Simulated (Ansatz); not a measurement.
# A reaction path, image by image

CH$_{5}$O, doublet, from a complex of CH₄O ([CH3][OH]) + H to a complex of CH₃O ([CH2][OH]) + H₂; PBE0-D4/def2-SVP (Ansatz 0.2.0). Settings:

```yaml
hamiltonian: {xc: pbe0, dispersion: d4}
neb:
  images: 5
  climbing: true
  max_iterations: 40
  initial_path: idpp
```

First end:

H1  (-0.666, -0.721, 0.382)
C2  (0.353, -0.347, 0.542)
O3  (0.756, 0.560, -0.458)
H4  (-2.055, 0.303, -2.070)
H5  (1.036, -1.196, 0.498)
H6  (0.413, 0.087, 1.548)
H7  (0.164, 1.315, -0.441)
(Å)

Second end:

H1  (-2.254, 0.491, -0.087)
C2  (1.109, -0.496, 0.408)
O3  (0.617, -0.411, -0.853)
H4  (-2.008, 1.167, -0.290)
H5  (2.139, -0.816, 0.457)
H6  (0.672, 0.117, 1.188)
H7  (-0.274, -0.052, -0.822)
(Å)

The ends were relaxed with PBE0-D4 in triple zeta, so they are not quite minima here (largest force components 0.60 and 0.46 eV/Å).

Energies along the converged band: It took 17 iterations. Path lengths are measured after rigid turns and shifts between images are taken out.
```tsv
image	path length (Å)	energy (kJ/mol)
0	0.00	0.0
1	1.15	0.9
2 (climbing)	2.29	19.2
3	3.56	-20.2
4	4.82	-20.5
5	6.08	-20.8
6	7.34	-20.2
```
Energies count from the first end.

The images between the ends:
Image 1:
```xyz
7
angstrom
H -0.7118 -0.4039 0.0625
C 0.3409 -0.2727 0.3864
O 1.0882 0.5319 -0.4774
H -2.5320 -0.0862 -1.3020
H 0.8026 -1.2712 0.3990
H 0.3277 0.0976 1.4307
H 0.6843 1.4044 -0.4990
```

Image 2:
```xyz
7
angstrom
H -1.0049 -0.2677 -0.0933
C 0.2786 -0.2141 0.2585
O 1.0351 0.4054 -0.6938
H -1.9485 -0.2815 -0.3761
H 0.5507 -1.2744 0.3378
H 0.2357 0.2812 1.2447
H 0.8533 1.3511 -0.6776
```

Image 3:
```xyz
7
angstrom
H -1.8573 -0.2272 -0.0657
C 0.7234 -0.2492 0.3206
O 1.1779 0.2745 -0.8389
H -2.5997 -0.1079 -0.2047
H 0.9542 -1.3086 0.4524
H 0.6120 0.4002 1.1960
H 0.9895 1.2183 -0.8596
```

Image 4:
```xyz
7
angstrom
H -1.9132 0.0396 -0.0256
C 0.9112 -0.4076 0.3841
O 0.8529 -0.0246 -0.9114
H -2.4349 0.5691 -0.1947
H 1.5837 -1.2474 0.5682
H 0.7316 0.3341 1.1703
H 0.2687 0.7369 -0.9906
```

Image 5:
```xyz
7
angstrom
H -2.2451 0.9010 -0.0919
C 1.0318 -0.4933 0.3539
O 0.6636 -0.0837 -0.8815
H -2.0661 0.1648 -0.1643
H 1.9214 -1.1282 0.3677
H 0.7854 0.1300 1.2198
H -0.0912 0.5093 -0.8035
```

The band counts as converged below 0.05 eV/Å. The run took about 2.5 min on 2 CPU threads of an AMD EPYC 7R43 (shared host).
